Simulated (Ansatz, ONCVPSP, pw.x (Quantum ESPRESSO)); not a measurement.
**From atom to crystal: ONCV potential for Ta (Z = 73)**

Ta (Z = 73), optimised norm-conserving Vanderbilt (ONCV), made with ONCVPSP 4.0.1.1 (patched build) (PBEsol, scalar-relativistic). Core [Kr] 4d10 4f14, reference 5s2 5p6 5d3 6s1.5 (charge +0.5). Waves: 5s+6s: rc 1.95 bohr, ncon 3, nbas 6, qcut 8.1 1/bohr, 2 projectors; 5p: rc 1.45 bohr, ncon 4, nbas 7, qcut 6.1 1/bohr, 2 projectors, debl 2.9 Ha; 5d: rc 2.05 bohr, ncon 4, nbas 8, qcut 5.4 1/bohr, 2 projectors, debl 2.4 Ha; f scattering state at 0.08 Ha: rc 2.05 bohr, ncon 3, nbas 8, qcut 6 1/bohr, 2 projectors, debl 1.5 Ha. Local part: polynomial inside 1.05 bohr (lpopt 4, dvloc0 -1 Ha). Core correction: Teter function fitted to the true core (icmod 2), fcfact 0.7.

Crystal test: sc Ta in pw.x 7.5, no spin, 12³ k-points, Fermi–Dirac smearing 0.01 Ry, cutoffs 160/640 Ry. The lattice is a test structure that the element need not adopt, and mesh and smearing are coarse.

pw.x input:

```
&control
  calculation='scf', prefix='x', pseudo_dir='./', outdir='./tmp', tstress=.true., disk_io='none'
/
&system
  ibrav=0, nat=1, ntyp=1, ecutwfc=160, ecutrho=640, nbnd=14,
  occupations='smearing', smearing='fd', degauss=0.01
/
&electrons
  conv_thr=1e-09, mixing_beta=0.4, electron_maxstep=70
/
ATOMIC_SPECIES
Ta 1.0 Ta.UPF
CELL_PARAMETERS angstrom
  2.69798661 0.00000000 0.00000000
  0.00000000 2.69798661 0.00000000
  0.00000000 0.00000000 2.69798661
ATOMIC_POSITIONS crystal
Ta 0.0000 0.0000 0.0000
K_POINTS automatic
12 12 12 0 0 0
```

```bash
pw.x < Ta.scf.in > Ta.scf.out
```

Problem. How does the run end?

Solution. It converges; the pressure is 1.93 GPa against 1.64 GPa from all-electron LAPW.  The log shows:

```
     Exchange-correlation= PBESOL
     number of k points=    84  Fermi-Dirac smearing, width (Ry)=  0.0100
     iteration #  1     ecut=   160.00 Ry     beta= 0.40
     total energy              =    -141.69963627 Ry
     estimated scf accuracy    <       0.18921640 Ry
     iteration #  2     ecut=   160.00 Ry     beta= 0.40
     total energy              =    -141.70036717 Ry
     estimated scf accuracy    <       0.02687938 Ry
     iteration #  3     ecut=   160.00 Ry     beta= 0.40
     total energy              =    -141.70666079 Ry
     estimated scf accuracy    <       0.00084035 Ry
     iteration #  4     ecut=   160.00 Ry     beta= 0.40
     c_bands:  1 eigenvalues not converged
     c_bands:  1 eigenvalues not converged
     total energy              =    -141.70696670 Ry
     estimated scf accuracy    <       0.00014093 Ry
     iteration #  5     ecut=   160.00 Ry     beta= 0.40
     total energy              =    -141.70700181 Ry
     estimated scf accuracy    <       0.00000350 Ry
     iteration #  6     ecut=   160.00 Ry     beta= 0.40
     total energy              =    -141.70700443 Ry
     estimated scf accuracy    <       0.00000008 Ry
     iteration #  7     ecut=   160.00 Ry     beta= 0.40
     total energy              =    -141.70700447 Ry
     estimated scf accuracy    <       0.00000010 Ry
     iteration #  8     ecut=   160.00 Ry     beta= 0.40
     the Fermi energy is    16.5743 ev
!    total energy              =    -141.70700449 Ry
     estimated scf accuracy    <          9.4E-10 Ry
     smearing contrib. (-TS)   =      -0.00357375 Ry
     The total energy is F=E-TS. E is the sum of the following terms:
     one-electron contribution =     -23.23637678 Ry
     hartree contribution      =      17.22268204 Ry
     xc contribution           =     -41.64100935 Ry
     ewald contribution        =     -94.04872664 Ry
     convergence has been achieved in   8 iterations
          total   stress  (Ry/bohr**3)                   (kbar)     P=       19.25
     Message from routine punch:
     Nothing written, as per user request (disk_io='none')
```
